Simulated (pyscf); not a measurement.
Al–Cl (SMILES [Al][Cl]) [singlet] + HO–SiH₃ (SMILES O[SiH3]) -> HO–Al(SiH₃)–Cl (SMILES [OH][Al]([SiH3])[Cl]), an insertion (singlet surface; O–Si broken, Al–O, Al–Si formed). Structures and frequencies: ωB97X-D3(BJ)/def2-SVP in PySCF. Correlated levels are frozen-core, on RHF or UHF. ΔMP2 is the change of the MP2 total energy from the triple- to the quadruple-zeta basis. Energies in eV from the separated reactants.

Small-basis levels: PySCF, no dispersion term, spherical d functions. GFN2-xTB: tblite. Cost: rough CPU time at the saddle relative to B3LYP/6-31G*, from one job on a shared machine.

```json
[
 {"level": "HF/STO-3G", "barrier": "0.66", "reaction energy": "-2.24", "cost": "0.04"},
 {"level": "HF/3-21G", "barrier": "0.34", "reaction energy": "-1.35", "cost": "0.06"},
 {"level": "SVWN5/6-31G*", "barrier": "-0.32", "reaction energy": "-1.60", "cost": "1"},
 {"level": "B3LYP/3-21G", "barrier": "-0.29", "reaction energy": "-1.68", "cost": "0.7"},
 {"level": "B3LYP/6-31G*", "barrier": "0.43", "reaction energy": "-1.19", "cost": "1"},
 {"level": "B3LYP/6-311+G**", "barrier": "0.49", "reaction energy": "-1.16", "cost": "1"},
 {"level": "GFN2-xTB", "barrier": "-0.91", "reaction energy": "-2.02", "cost": "under 0.02"},
 {"level": "CCSD(T)/def2-TZVPP + ΔMP2(QZVPP)", "barrier": "0.46", "reaction energy": "-1.26", "cost": "–"}
]
```

Against the last row the barrier runs from -1.36 (GFN2-xTB) to +0.20 eV (HF/STO-3G); B3LYP/6-31G* happens to lie closest here (0.03 eV apart). At SVWN5/6-31G*, B3LYP/3-21G, GFN2-xTB this geometry lies under one side, so the entry may be no barrier of that level: it is a single point on another level's saddle. CCSD(T)/def2-TZVPP + ΔMP2(QZVPP) has limits of its own. On the reactant side the descent ends in an adduct with a Al–O contact, 0.44 eV under the separated species and 0.75 eV under the saddle at ωB97X-D3(BJ)/def2-TZVP. What is counted as formed (Al–O) is already present as a longer contact in the reactant adduct; forming that adduct is a step of its own. At ωB97X-D3(BJ)/def2-TZVP the barrier from the zero used here is 0.31 eV. HO–Al(SiH₃)–Cl lies 1.07 eV over its isomer H₃Si–O–AlH–Cl (electronic energy, ωB97M-D3(BJ)/def2-TZVP). This is the saddle that the search found; another between the same sides may lie lower. The CCSD(T) − MP2 part came from Ansatz, without density fitting, on the same reference.
